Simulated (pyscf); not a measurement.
PySCF, gas phase, ωB97X-D3(BJ)/def2-SVP geometries.

Question: What is the homolytic dissociation enthalpy (298 K, ωB97M-D3(BJ)/def2-TZVP) of the Cl–Ti bond of `[Cl][Ti]([Cl])([Cl])[Cl]`, to Cl• + [Cl–Ti(Cl)–Cl]•?

Answer: Cl–Ti to Cl• + [Cl–Ti(Cl)–Cl]•: 81.5 kcal/mol. The 7 functionals that were run give +76.3 (M06-2X) to +97.9 kcal/mol (PBE). The radicals are drawn with the spin at the cut bond; how far it spreads was not checked. Left out: the spin-orbit lowering of Cl. Open-shell species with a d-block atom are single-reference here; other states, and whether the spin sits on metal or ligand, were not checked.
